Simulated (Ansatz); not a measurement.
C2H3F2N (`NC=C(F)F`). Total charge 0; spin multiplicity 1.

```xyz
8

N     0.119   -0.867    0.981
C    -0.314    0.269    0.293
C     0.186    0.695   -0.853
F    -0.134    1.830   -1.443
F     1.116    0.051   -1.544
H    -0.643   -1.412    1.357
H     0.728   -1.456    0.433
H    -1.058    0.889    0.775
```

(1) What are the harmonic wavenumbers in cm⁻¹ at PBE0-D4/def2-TZVP (Ansatz, finite differences of forces, unscaled)? (Estimate.)

(2) Is this a minimum?

(3) Give the ideal-gas thermochemistry at 298.15 K and 1 bar (rigid rotor, harmonic oscillator; point group C1, symmetry number 1).

(4) And at 400, 500, 600, 800 and 1000 K?

(5) Rotational constants (cm⁻¹)?

Results:

(1) The calculation gave: 219, 241, 324, 495, 545, 617, 745, 841, 901, 1131, 1247, 1315, 1378, 1657, 1855, 3236, 3561, 3655.

(2) Yes, all 18 modes are real.

(3) Zero-point energy 143.3 kJ/mol; H(298) − E = 159.2 kJ/mol; entropy 300.8 J/(mol·K), of which translation 163.4, rotation 106.4, vibration 31.0; G(298) − E = 69.5 kJ/mol.

(4) 
```tsv
T (K)	H − E (kJ/mol)	S (J/mol/K)	G − E (kJ/mol)
400	168.2	326.7	37.5
500	178.4	349.4	3.7
600	189.8	370.1	-32.3
800	215.0	406.3	-110.0
1000	242.7	437.1	-194.4
```

(5) 0.3474, 0.1294, 0.0947.
